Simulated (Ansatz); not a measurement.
MgSiH3Cl (SMILES [SiH3][Mg][Cl]), closed shell: a trajectory.

The input file, in.yaml:

```yaml
crystal:
  periodic: [false, false, false]
  atoms:
    - {symbol: Si, position_ang: [-0.709000, 0.413630, -0.366640]}
    - {symbol: Mg, position_ang: [1.244640, -0.746120, 0.623340]}
    - {symbol: Cl, position_ang: [2.947740, -1.715610, 1.528660]}
    - {symbol: H, position_ang: [-0.676670, 0.439200, -1.841100]}
    - {symbol: H, position_ang: [-1.993680, -0.213460, -0.002980]}
    - {symbol: H, position_ang: [-0.813030, 1.822350, 0.058730]}
basis:
  gaussian: {orbitals: def2-SVP}
hamiltonian: {xc: pbe0, dispersion: d4}
md: {n_steps: 30, timestep: 1.0, temperature: 1500, ensemble: nve, seed: 451, initial_velocities: maxwell_boltzmann}
```

Launched with

```bash
ansatz run in.yaml --threads 2 --pin off --events-out ev --progress --plain --max-ram 3481MiB
```

The run's output (Ansatz 0.2.0):

```
Functional definition: PBE0
  name "PBE0"
  cite "Adamo & Barone, J. Chem. Phys. 110, 6158 (1999) doi:10.1063/1.478522"
  cite "Perdew, Burke & Ernzerhof, Phys. Rev. Lett. 77, 3865 (1996) doi:10.1103/PhysRevLett.77.3865"
  parent pbe
  parameter a = 0.25
  parameter kappa = 0.804
  parameter beta = 0.06672455060314922
  exchange = (1 - a)*pbe_x(kappa = kappa, mu = beta*pi^2/3) + a*exact_x
  correlation = pbe_c(beta = beta)
657 factors; integrals over basis functions are off by at most 1.6e-4 eV
mean field evaluation 1: about -25875.3985 eV, gradient 1.8e1 eV
mean field evaluation 2: about -25875.6009 eV, gradient 1.9e1 eV
mean field evaluation 4: about -25876.6647 eV, gradient 4.5e-1 eV
mean field evaluation 8: about -25876.7013 eV, gradient 2.2e-2 eV
mean field -25876.70132316 eV, -950.9512337679 hartree, gradient 7.0e-5 eV, S^2 0.000000; 0 other end points of the search recorded, 0 dependent functions left out
the calculation of the forces begins
reference -25876.70135491 eV, -950.9512349346 hartree; 23, 23 occupied and 46, 46 virtual orbitals, 657 factors
md step     0: t =     0.00 fs  T =  1500.0 K  F+E_penalty+E_count = -25876.78268510 eV  E_kin = 0.775560 eV  conserved = -25876.00712511 eV  (22 SCF iters)
md step     1: t =     1.00 fs  T =  1299.1 K  F+E_penalty+E_count = -25876.67602381 eV  E_kin = 0.671667 eV  conserved = -25876.00435692 eV  (26 SCF iters, 41 dispersion substeps)
md step     2: t =     2.00 fs  T =   871.5 K  F+E_penalty+E_count = -25876.43996179 eV  E_kin = 0.450576 eV  conserved = -25875.98938618 eV  (26 SCF iters, 41 dispersion substeps)
md step     3: t =     3.00 fs  T =   613.2 K  F+E_penalty+E_count = -25876.29767798 eV  E_kin = 0.317062 eV  conserved = -25875.98061606 eV  (27 SCF iters, 41 dispersion substeps)
md step     4: t =     4.00 fs  T =   739.2 K  F+E_penalty+E_count = -25876.37259884 eV  E_kin = 0.382180 eV  conserved = -25875.99041883 eV  (28 SCF iters, 41 dispersion substeps)
md step     5: t =     5.00 fs  T =  1026.7 K  F+E_penalty+E_count = -25876.53088199 eV  E_kin = 0.530825 eV  conserved = -25876.00005693 eV  (27 SCF iters, 41 dispersion substeps)
md step     6: t =     6.00 fs  T =  1193.7 K  F+E_penalty+E_count = -25876.61700877 eV  E_kin = 0.617172 eV  conserved = -25875.99983655 eV  (27 SCF iters, 41 dispersion substeps)
md step     7: t =     7.00 fs  T =  1183.7 K  F+E_penalty+E_count = -25876.60834829 eV  E_kin = 0.612028 eV  conserved = -25875.99631983 eV  (27 SCF iters, 41 dispersion substeps)
md step     8: t =     8.00 fs  T =  1062.8 K  F+E_penalty+E_count = -25876.54385833 eV  E_kin = 0.549529 eV  conserved = -25875.99432914 eV  (27 SCF iters, 41 dispersion substeps)
md step     9: t =     9.00 fs  T =   886.2 K  F+E_penalty+E_count = -25876.45186065 eV  E_kin = 0.458193 eV  conserved = -25875.99366792 eV  (28 SCF iters, 41 dispersion substeps)
md step    10: t =    10.00 fs  T =   685.4 K  F+E_penalty+E_count = -25876.34644662 eV  E_kin = 0.354374 eV  conserved = -25875.99207284 eV  (28 SCF iters, 41 dispersion substeps)
md step    11: t =    11.00 fs  T =   519.1 K  F+E_penalty+E_count = -25876.25678432 eV  E_kin = 0.268414 eV  conserved = -25875.98837081 eV  (28 SCF iters, 41 dispersion substeps)
md step    12: t =    12.00 fs  T =   494.2 K  F+E_penalty+E_count = -25876.24078008 eV  E_kin = 0.255506 eV  conserved = -25875.98527412 eV  (28 SCF iters, 41 dispersion substeps)
md step    13: t =    13.00 fs  T =   689.8 K  F+E_penalty+E_count = -25876.34390446 eV  E_kin = 0.356633 eV  conserved = -25875.98727183 eV  (28 SCF iters, 41 dispersion substeps)
md step    14: t =    14.00 fs  T =  1046.7 K  F+E_penalty+E_count = -25876.53563111 eV  E_kin = 0.541206 eV  conserved = -25875.99442496 eV  (28 SCF iters, 41 dispersion substeps)
md step    15: t =    15.00 fs  T =  1365.4 K  F+E_penalty+E_count = -25876.70844951 eV  E_kin = 0.705974 eV  conserved = -25876.00247531 eV  (26 SCF iters, 41 dispersion substeps)
md step    16: t =    16.00 fs  T =  1424.5 K  F+E_penalty+E_count = -25876.74340273 eV  E_kin = 0.736546 eV  conserved = -25876.00685651 eV  (23 SCF iters, 41 dispersion substeps)
md step    17: t =    17.00 fs  T =  1135.0 K  F+E_penalty+E_count = -25876.58854832 eV  E_kin = 0.586854 eV  conserved = -25876.00169408 eV  (26 SCF iters, 41 dispersion substeps)
md step    18: t =    18.00 fs  T =   688.9 K  F+E_penalty+E_count = -25876.34257257 eV  E_kin = 0.356174 eV  conserved = -25875.98639815 eV  (27 SCF iters, 41 dispersion substeps)
md step    19: t =    19.00 fs  T =   489.7 K  F+E_penalty+E_count = -25876.23293345 eV  E_kin = 0.253196 eV  conserved = -25875.97973793 eV  (28 SCF iters, 41 dispersion substeps)
md step    20: t =    20.00 fs  T =   700.8 K  F+E_penalty+E_count = -25876.35346850 eV  E_kin = 0.362346 eV  conserved = -25875.99112254 eV  (28 SCF iters, 41 dispersion substeps)
md step    21: t =    21.00 fs  T =  1054.0 K  F+E_penalty+E_count = -25876.54590193 eV  E_kin = 0.544980 eV  conserved = -25876.00092164 eV  (27 SCF iters, 41 dispersion substeps)
md step    22: t =    22.00 fs  T =  1254.8 K  F+E_penalty+E_count = -25876.64976927 eV  E_kin = 0.648799 eV  conserved = -25876.00097062 eV  (27 SCF iters, 41 dispersion substeps)
md step    23: t =    23.00 fs  T =  1239.4 K  F+E_penalty+E_count = -25876.63867643 eV  E_kin = 0.640828 eV  conserved = -25875.99784884 eV  (27 SCF iters, 41 dispersion substeps)
md step    24: t =    24.00 fs  T =  1067.3 K  F+E_penalty+E_count = -25876.54738944 eV  E_kin = 0.551847 eV  conserved = -25875.99554287 eV  (28 SCF iters, 41 dispersion substeps)
md step    25: t =    25.00 fs  T =   808.4 K  F+E_penalty+E_count = -25876.41127619 eV  E_kin = 0.417961 eV  conserved = -25875.99331489 eV  (28 SCF iters, 41 dispersion substeps)
md step    26: t =    26.00 fs  T =   540.7 K  F+E_penalty+E_count = -25876.26920346 eV  E_kin = 0.279576 eV  conserved = -25875.98962794 eV  (28 SCF iters, 41 dispersion substeps)
md step    27: t =    27.00 fs  T =   375.7 K  F+E_penalty+E_count = -25876.17992642 eV  E_kin = 0.194247 eV  conserved = -25875.98567898 eV  (29 SCF iters, 41 dispersion substeps)
md step    28: t =    28.00 fs  T =   419.8 K  F+E_penalty+E_count = -25876.20235784 eV  E_kin = 0.217078 eV  conserved = -25875.98527964 eV  (28 SCF iters, 41 dispersion substeps)
md step    29: t =    29.00 fs  T =   681.9 K  F+E_penalty+E_count = -25876.34226863 eV  E_kin = 0.352578 eV  conserved = -25875.98969113 eV  (28 SCF iters, 41 dispersion substeps)
md step    30: t =    30.00 fs  T =  1040.8 K  F+E_penalty+E_count = -25876.53404078 eV  E_kin = 0.538110 eV  conserved = -25875.99593074 eV  (23 SCF iters, 41 dispersion substeps)
Total energy: -25876.53407218 eV, -950.9450874079 hartree
Atom 0 at    -0.682933     0.512356    -0.379118 Å, force    -2.112483    -1.359745     0.859257 eV/Å
Atom 1 at     1.121307    -1.006004     0.567718 Å, force     0.446103     0.144329     0.104520 eV/Å
Atom 2 at     3.017458    -1.630259     1.565307 Å, force    -0.277567    -0.071562    -0.126239 eV/Å
Atom 3 at    -0.848055     0.768943    -1.815682 Å, force     0.056122    -0.040724    -0.558878 eV/Å
Atom 4 at    -2.159113    -0.013301     0.156344 Å, force     1.608292     0.376982    -0.698475 eV/Å
Atom 5 at    -0.680556     1.806393     0.273994 Å, force     0.279533     0.950720     0.419815 eV/Å
Dipole moment:    -0.264972    -0.153567    -0.208103 e Å

[the SCF lines of later steps are left out]
```

The lines “mean field evaluation” count trial sets of orbitals through the whole run, from several starts and some on an approximate energy, so they need not fall steadily or lie above the final value.

Hardware: 2 CPU threads of an AMD EPYC, shared host. Wall time about 91 s.
